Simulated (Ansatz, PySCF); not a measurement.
**Ladder of methods for the bulk modulus of zinc-blende BP**

Reference value: 176 GPa (measured, 0 K, zero-point effect removed, our sources range from 168 to 176; as tabulated in Goldzak et al. (2022), arXiv:2208.04865).

| level (code) | value (GPa) | cell (Å³/atom) |
|---|---|---|
| LDA (Ansatz) | 176 | 11.32 |
| PBE (Ansatz) | [?] | 11.76 |
| PBE-D3(BJ) (Ansatz) | 170 | 11.45 |
| r²SCAN (Ansatz) | 169 | 11.67 |
| PBE0 (Ansatz) | 175 | 11.57 |
| Hartree–Fock (Ansatz) | 175 | 12.04 |
| MP2 (PySCF) | [?] | 11.38 |

**Question.** Some entries are withheld; supply them.

**Answer.** 
- PBE (Ansatz, a first-principles code), value (GPa): 162
- MP2 (PySCF), value (GPa): 182 ± 5

Errors against the reference: LDA 0.0 %, PBE -8.0 %, PBE-D3(BJ) -3.4 %, r²SCAN -4.0 %, PBE0 -0.6 %, Hartree–Fock -0.6 %, MP2 +3.4 %.

Once the reference is moved by up to 4.8 % (a margin picked here for doubts on the reference and the settings) and values within 1.7 % count as equal, the nearest can be LDA (0.0 %), PBE0 (-0.6 %), Hartree–Fock (-0.6 %), PBE-D3(BJ) (-3.4 %), MP2 (+3.4 %) or r²SCAN (-4.0 %). Within 15 %: LDA, PBE, PBE-D3(BJ), r²SCAN, PBE0, Hartree–Fock, MP2.

A ± on a computed value is a rough bar: the spread of its extrapolation, a floor set from checks against published values, or a statistical error. Each level is taken at its own relaxed cell. Cutoffs and k meshes differ between the levels. Ansatz's density-functional and Hartree–Fock values are scalar-relativistic unless marked +SOC, with PAW data made under PBE.

Differences are worked out from the printed values.
